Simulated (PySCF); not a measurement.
Gas-phase reaction: NH3 + 2 H + Si → H3SiNH2

Method: PySCF energies (xtb for GFN2) plus ideal-gas RRHO corrections (1 bar). † marks an energy on the PBE0/def2-TZVP geometry and frequencies; other levels use their own. MP2 and CCSD(T) freeze the core. Open shells (unrestricted): H (multiplicity 2), Si (multiplicity 3, electronic degeneracy 9); the rest are closed-shell singlets. GFN2 has no spin-polarisation term. Spin-orbit splitting is ignored; it lowers the true energy and changes the entropy of Si. H3SiNH2: computed as isolated molecules; such fragments, hydroxides, amides, oligomers or adducts are transient or little studied in the gas. MP2 isn't extrapolated to the basis-set limit; its ΔH°(298 K) is -824.3 kJ in def2-SVP and -866.9 kJ in def2-TZVPP. CCSD(T) isn't extrapolated to the basis-set limit; its ΔH°(298 K) is -830.2 kJ in def2-SVP and -872.8 kJ in def2-TZVPP. The harmonic model lacks anharmonicity and excited electronic states, which grow with temperature; levels with a mode under 35 cm⁻¹ are left out. Internal rotation in H3SiNH2 is treated as a harmonic vibration of one conformer, which makes the entropy rough.

```csv
level,"ΔE electronic, kJ","ΔH°(298 K), kJ","ΔS°(298 K), J/K","ΔG°(1600 K), kJ"
CCSD(T)/def2-TZVPP†,-899,-873,-326,-334
GFN2-xTB,-1126,-1102,-327,-565
HF/def2-TZVP†,-733,-707,-326,-168
MP2/def2-SVP†,-851,-824,-326,-285
MP2/def2-TZVPP†,-893,-867,-326,-328
```
ΔH° is lowest at GFN2-xTB and highest at HF/def2-TZVP†. No reference value is set beside these.
